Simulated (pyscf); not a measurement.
9 group-13 steps of one kind (hydrogen abstraction, radical): barrier in kJ/mol, from the separated reactants or the lowest minimum found. PySCF, gas phase, ωB97X-D3(BJ)/def2-SVP geometries. Functionals in def2-TZVP; the last column is ωB97M-D3(BJ)/def2-TZVP. Rows were drawn at random from the steps of this kind and element class whose saddle was verified and whose references are stable.

```json
[
 {"step": "`[NH2][Al]([NH2])[N][Al]([NH2])[NH2]` [doublet] + `[CH4]` → `[NH2][Al]([NH2])[NH][Al]([NH2])[NH2]` + `[CH3]` [doublet]", "PBE": "24.9", "B3LYP-D3(BJ)": "35.2", "M06-2X": "43.2", "ωB97M-D3(BJ)": "47.4"},
 {"step": "`[O][B]([F])[F]` [doublet] + `[H][H]` → `[OH][B]([F])[F]` + `[H]` [doublet]", "PBE": "-10.0", "B3LYP-D3(BJ)": "7.8", "M06-2X": "24.0", "ωB97M-D3(BJ)": "19.1"},
 {"step": "`[Cl][AlH][Cl]` + `[H]` [doublet] → `[Cl][Al][Cl]` [doublet] + `[H][H]`", "PBE": "-2.3", "B3LYP-D3(BJ)": "-2.6", "M06-2X": "14.6", "ωB97M-D3(BJ)": "14.9"},
 {"step": "`[NH][GaH2]` [doublet] + `[CH4]` → `[NH2][GaH2]` + `[CH3]` [doublet]", "PBE": "19.5", "B3LYP-D3(BJ)": "35.5", "M06-2X": "42.9", "ωB97M-D3(BJ)": "47.4"},
 {"step": "`[AlH2][PH2]` + `[H]` [doublet] → `[AlH][PH2]` [doublet] + `[H][H]`", "PBE": "-3.9", "B3LYP-D3(BJ)": "-5.0", "M06-2X": "11.5", "ωB97M-D3(BJ)": "12.2"},
 {"step": "`[AlH2][Cl]` + `[H]` [doublet] → `[AlH][Cl]` [doublet] + `[H][H]`", "PBE": "-2.7", "B3LYP-D3(BJ)": "-3.2", "M06-2X": "13.6", "ωB97M-D3(BJ)": "14.2"},
 {"step": "`[O][BH][OH]` [doublet] + `[H][H]` → `[OH][BH][OH]` + `[H]` [doublet]", "PBE": "5.5", "B3LYP-D3(BJ)": "23.4", "M06-2X": "35.7", "ωB97M-D3(BJ)": "33.7"},
 {"step": "`[NH2][AlH2]` + `[CH3]` [doublet] → `[NH2][AlH]` [doublet] + `[CH4]`", "PBE": "5.0", "B3LYP-D3(BJ)": "19.9", "M06-2X": "26.4", "ωB97M-D3(BJ)": "31.4"},
 {"step": "`[BH2][CH3]` + `[H]` [doublet] → `[BH2][CH2]` [doublet] + `[H][H]`", "PBE": "8.6", "B3LYP-D3(BJ)": "9.8", "M06-2X": "36.1", "ωB97M-D3(BJ)": "32.0"}
]
```

Differences from the last column (kJ/mol): PBE: mean -23.1, median -23.5, mean size 23.1, lower in 9 of 9; B3LYP-D3(BJ): mean -14.6, median -12.3, mean size 14.6, lower in 9 of 9; M06-2X: mean -0.5, median -0.6, mean size 2.9, lower in 6 of 9. PBE is closest for row 5 (16.1 kJ/mol apart) and farthest for row 2 (29.1 kJ/mol). PBE, r²SCAN and M06-2X carry no added dispersion term. The last column is a level with limits of its own. Each barrier is that of the saddle found. Elements up to Kr have no core potential and no relativistic terms here.
